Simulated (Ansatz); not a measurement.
Geometry optimisation, RKS B3LYP-D4/def2-SVP in Ansatz 0.2.0.

Input file:

```yaml
crystal:
  periodic: [false, false, false]
  atoms:
    - { symbol: C, position_ang: [-0.3168, -0.5412, 1.0393] }
    - { symbol: C, position_ang: [0.2021, -1.1532, 0.2719] }
    - { symbol: C, position_ang: [0.417, -0.395, -0.7292] }
    - { symbol: C, position_ang: [-0.3674, 0.6612, 0.4918] }
    - { symbol: H, position_ang: [1.3047, -0.0182, -1.2914] }
    - { symbol: H, position_ang: [-1.1974, 1.3824, 0.1715] }
basis:
  gaussian: { orbitals: def2-SVP }
hamiltonian:
  xc: b3lyp
  dispersion: d4
relax:
  f_tol: 0.02
  max_steps: 40
scf:
  lower_state_search: "off"
output:
  orbitals: {}
```

Run as:

```bash
$ ansatz run input.yaml --threads 1 --pin off --max-ram 2048MiB --backend cpu --events-out ev --progress --plain --runs-dir out
```

Problem. Where does it end, and by what steps?

Solution. The run converged. After 13 steps the energy has fallen by 7.111 eV; C2 moved furthest, 0.44 Å. The start is strongly strained (largest force component 19 eV/Å).

| step | energy less start (eV) | largest force component (eV/Å) | accepted |
| --- | --- | --- | --- |
| 0 | 0.0000 | 19.401 | yes |
| 1 | -3.1173 | 6.334 | yes |
| 2 | -4.4824 | 4.515 | yes |
| 3 | -5.1536 | 4.111 | yes |
| 4 | -5.8407 | 2.219 | yes |
| 5 | -6.6201 | 1.503 | yes |
| 6 | -6.7793 | 1.590 | yes |
| 7 | -6.9182 | 1.314 | yes |
| 8 | -6.9550 | 1.166 | yes |
| 9 | -7.0687 | 0.971 | yes |
| 10 | -7.1082 | 0.160 | yes |
| 11 | -7.1105 | 0.099 | yes |
| 12 | -7.1109 | 0.042 | yes |
| 13 | -7.1110 | 0.013 | yes |

```xyz
6
Properties=species:S:1:pos:R:3
C -0.052 -0.430 1.238
C -0.141 -1.317 0.059
C 0.461 -0.183 -0.565
C -0.401 0.546 0.256
H 1.349 0.010 -1.171
H -1.173 1.309 0.137
```

Run time: 16 s on 1 thread of Intel(R) Xeon(R) Platinum 8488C (Sapphire Rapids) (shared host), peak memory 0.13 GiB.
